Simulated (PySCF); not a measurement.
Stepwise substitution at one centre (C H-Cl). All species are isolated molecules in the gas phase. Strings in code marks are SMILES.

The S1 excitation (TDA) from two functionals at the same geometries (B3LYP-D3(BJ)/def2-TZVP), both in PySCF: PBE-D3(BJ)/def2-TZVP and ωB97X-D3(BJ)/def2-TZVP. Excitations are Tamm–Dancoff values on a coarser integration grid. The basis has no diffuse functions, so Rydberg states are missing or too high.

```
species                                    PBE-D3(BJ)/def2-TZVP (eV)  ωB97X-D3(BJ)/def2-TZVP (eV)
-----------------------------------------  -------------------------  ---------------------------
1 of 4 H replaced by Cl (`CCl`)                                 6.99                         7.62
2 of 4 H replaced by Cl (`ClCCl`)                               6.24                         7.23
3 of 4 H replaced by Cl (`ClC(Cl)Cl`)                           5.59                         6.80
4 of 4 H replaced by Cl (`ClC(Cl)(Cl)Cl`)                       5.06                         6.44
```

Over these rows, drawn at random from the members with no instability flagged (it was tested for open shells, ions and some series alone), PBE minus ωB97X-D3(BJ): mean -1.05 eV, from -1.39 eV to -0.63 eV.
